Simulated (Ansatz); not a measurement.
System (SMILES): ClC (CH3-Cl).
Atoms: C1, Cl2, H3, H4, H5. Bonds: C1-Cl2, C1-H3, C1-H4, C1-H5.

How fast the optimised C1-H3 bond length converges with the basis for several methods (Ansatz, an electronic-structure program): deviation from each method's own reference, in Å. References: B3LYP 1.0841 Å, the value in pcseg-3; HF 1.0755 Å, the value in pcseg-3; MP2 1.0825 Å, the value in def2-QZVPP; PBE 1.0934 Å, the value in pcseg-3. Cartesian d functions, on some or all atoms, in 6-31G*, 6-311G**; all else is spherical. In correlated methods cores are frozen. Core-valence sets carry the plain set on hydrogen. No added dispersion term, no relativity. The reference of a correlated method is not its basis-set limit, which lies further on.

| basis | functions | B3LYP | HF | MP2 | PBE |
|---|---|---|---|---|---|
| 6-31G* | 40 | ___ | 0.0024 | 0.0059 | 0.0054 |
| def2-SVP | 47 | ___ | 0.0096 | 0.0129 | 0.0123 |
| 6-311G** | 63 | ___ | 0.0025 | 0.0056 | 0.0020 |
| def2-TZVP | 86 | ___ | 0.0016 | 0.0035 | 0.0014 |
| pcseg-2 | 106 | ___ | 0.0002 | -0.0007 | 0.0004 |
| cc-pV(T+d)Z | 111 | ___ | 0.0009 | 0.0011 | 0.0006 |
| jun-cc-pV(T+d)Z | 129 | ___ | 0.0009 | 0.0013 | 0.0005 |
| def2-TZVPPD | 139 | ___ | 0.0008 | 0.0010 | 0.0005 |
| 6-311++G(3df,3pd) | 140 | ___ | 0.0004 | 0.0010 | 0.0002 |
| cc-pCVTZ | 144 | ___ | 0.0008 | 0.0009 | 0.0007 |
| aug-cc-pV(T+d)Z | 170 | ___ | 0.0008 | 0.0016 | 0.0004 |
| cc-pV(Q+d)Z | 209 | ___ | 0.0004 | -0.0001 | 0.0001 |

Q: Some entries are withheld; supply them.

A: 
- 6-31G*, B3LYP: 0.0061
- def2-SVP, B3LYP: 0.0134
- 6-311G**, B3LYP: 0.0028
- def2-TZVP, B3LYP: 0.0018
- pcseg-2, B3LYP: 0.0005
- cc-pV(T+d)Z, B3LYP: 0.0008
- jun-cc-pV(T+d)Z, B3LYP: 0.0007
- def2-TZVPPD, B3LYP: 0.0008
- 6-311++G(3df,3pd), B3LYP: 0.0004
- cc-pCVTZ, B3LYP: 0.0007
- aug-cc-pV(T+d)Z, B3LYP: 0.0006
- cc-pV(Q+d)Z, B3LYP: 0.0001

Mean absolute deviation over 6-311G**, def2-TZVP, pcseg-2, cc-pV(T+d)Z, jun-cc-pV(T+d)Z, def2-TZVPPD, 6-311++G(3df,3pd), cc-pCVTZ, aug-cc-pV(T+d)Z: PBE 0.0008, B3LYP 0.0010, HF 0.0010, MP2 0.0018 Å.
